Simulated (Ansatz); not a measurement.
Geometry optimisation, RKS PBE/6-31G in Ansatz 0.2.0.

input.yaml

```yaml
crystal:
  periodic: [false, false, false]
  atoms:
    - { symbol: C, position_ang: [-0.4668, 1.3487, 0.0527] }
    - { symbol: O, position_ang: [-0.7968, 0.0464, 0.4074] }
    - { symbol: C, position_ang: [0.3444, -0.7353, 0.5067] }
    - { symbol: "N", position_ang: [0.5953, -1.5194, -0.6824] }
    - { symbol: H, position_ang: [0.0125, 1.4258, -0.9357] }
    - { symbol: H, position_ang: [-1.4652, 1.9415, -0.0613] }
    - { symbol: H, position_ang: [0.1047, 1.8885, 0.8215] }
    - { symbol: H, position_ang: [0.29, -1.3885, 1.3709] }
    - { symbol: H, position_ang: [1.2757, -0.1138, 0.746] }
    - { symbol: H, position_ang: [-0.342, -2.0581, -0.7551] }
    - { symbol: H, position_ang: [0.5136, -0.8926, -1.4503] }
basis:
  gaussian: { orbitals: "6-31G" }
hamiltonian:
  xc: pbe
relax:
  f_tol: 0.015
  max_steps: 40
output:
  orbitals: {}
```

Run as:

```bash
$ ansatz run input.yaml --threads 1 --pin off --max-ram 2048MiB --backend cpu --events-out ev --progress --plain --runs-dir out
```

Problem. Where does it end, and by what steps?

Solution. It converged. Limits of this set-up: no polarisation functions. After 8 steps the energy has fallen by 0.760 eV; H5 moved furthest, 0.59 Å.

```tsv
step	energy less start (eV)	largest force component (eV/Å)	accepted
0	0.0000	3.506	yes
1	-0.5239	1.603	yes
2	-0.6549	1.165	yes
3	-0.7166	0.382	yes
4	-0.7496	0.249	yes
5	-0.7556	0.118	yes
6	-0.7587	0.070	yes
7	-0.7593	0.062	yes
8	-0.7595	0.009	yes
```

```xyz
11
Properties=species:S:1:pos:R:3
C -0.560 1.400 0.001
O -0.776 0.189 0.775
C 0.337 -0.792 0.621
N 0.515 -1.375 -0.670
H -0.511 1.197 -1.088
H -1.421 2.053 0.203
H 0.372 1.923 0.304
H 0.066 -1.563 1.357
H 1.283 -0.301 0.924
H -0.243 -1.952 -1.026
H 1.004 -0.836 -1.380
```

Whether the end is a true minimum wasn't checked by a vibrational analysis.

The run took 22 s on 1 thread of Arm Neoverse V2 (shared host), peak memory 0.13 GiB.
